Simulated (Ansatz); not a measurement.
Ideal-gas functions of CH₂BN, SMILES `B1C=N1` at 500 K and 1 bar, from an Ansatz frequency run at PBE0-D4/def2-TZVP.

Molar mass 38.85 g/mol, point group Cs (symmetry number 1), electronic degeneracy 1, moments of inertia 12.453, 18.709, 31.162 u Å². Harmonic wavenumbers (cm⁻¹, unscaled): 759, 798, 937, 941, 1149, 1321, 1591, 2785, 3186.

Use S(trans) = R[1.5 ln M + 2.5 ln T − 1.1517]; rotational temperatures θ = 24.2544 K / I; S(rot) = R[ln(√π/σ · √(T³/θAθBθC)) + 1.5]; for each mode x = 1.438777 ν̃/T, S = R[x/(eˣ − 1) − ln(1 − e⁻ˣ)] and H = RT x/(eˣ − 1); 1 cm⁻¹ = 0.0119627 kJ/mol; R = 8.31446 J/(mol·K).

By hand: the entropy, in J/(mol·K).

Translation 165.2. Rotation: θ = 1.9477, 1.2964, 0.7783 K, giving 91.9. Vibration, mode by mode: 3.30, 3.02, 2.20, 2.18, 1.36, 0.91, 0.48, 0.02, 0.01, in all 13.5. Electronic 0.0. Sum 270.6 J/(mol·K).

By hand: H − E and G − E in kJ/mol, counted from the electronic energy.

Zero-point energy ½ × 13467 × 0.0119627 = 80.6; thermal vibration 4.9; translation, rotation and pV give 4 RT = 16.6. H − E = 102.1 kJ/mol, and G − E = 102.1 − 500 × 270.6/1000 = -33.2 kJ/mol.

Vibration gives 5 % of the entropy.
